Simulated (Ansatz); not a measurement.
Gas-phase electronic energies from Ansatz, PBE0-D4/def2-TZVP geometries. CCSD(T)/CBS is the MP2 limit (def2-TZVPP, def2-QZVPP) plus CCSD(T) − MP2 in def2-TZVPP, frozen cores. This one scheme is used for every species. DFT in def2-TZVPP. Each species was taken in one conformer, which may not be the lowest.

`COC(C)F` + `OCO` → `CC(F)OCO` + CH₃OH  (substitution at a C–O bond)

```
  level  ΔE (kcal/mol)
ωB97X-V            1.9
    PBE            2.5
```

(1) What does CCSD(T)/CBS give? (Best estimate.)

Largest T1 diagnostic among the species: 0.011.

Results:

(1) Computed: +1.8 kcal/mol. The listed levels differ from it by 0.1, 0.7 kcal/mol.
